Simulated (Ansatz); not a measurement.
`F/C=C\CF`, charge 0, multiplicity 1.

**Question.** Give a relaxed structure at PBE0-D4/def2-TZVP (the Gaussian-basis code of Ansatz). (Best estimate.)

**Answer.** Ansatz gave: 
Cartesian coordinates in Å:
```
F 0.935 1.655 -0.796
C 0.413 1.266 0.371
C -0.116 0.069 0.551
C -0.205 -0.985 -0.491
F -1.523 -1.395 -0.635
H 0.486 2.037 1.129
H -0.512 -0.154 1.535
H 0.376 -1.869 -0.205
H 0.147 -0.623 -1.458
```
This is one stationary point; other conformers may exist.
